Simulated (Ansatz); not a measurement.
# hcp Zn

The numbers are results of r²SCAN0 (Ansatz, an electronic-structure program, PAW), not measurements.

Settings: plane-wave cutoff 520 eV, 12×12×6 k mesh (along the axes of the cell as run), Fermi–Dirac smearing 0.05 eV, scalar-relativistic PAW data made under PBE.

Cell (relaxed at this level):

```
Zn
1.0
    1.29941    -2.25064     0.00000
    1.29941     2.25064     0.00000
    0.00000     0.00000     5.12240
Zn
2
Direct
  0.33333   0.66667   0.25000
  0.66667   0.33333   0.75000
```

```
Quantity               Value
-------------------  -------
lattice parameter a  2.599 Å
c axis length        5.122 Å
```

Measured, for comparison: lattice constant a 2.665 Å (293 K, no zero-point or thermal correction, our sources range from 2.660 to 2.665; as tabulated in Wikipedia's data pages); lattice parameter c 4.946 Å (293 K, no zero-point or thermal correction; as tabulated in Wikipedia's data pages). Computed (rounded) less measured: lattice constant a -2.5 % (-2.3 % to -2.5 % over the range), lattice parameter c +3.6 %.

The result took around 40 core-minutes (rough).
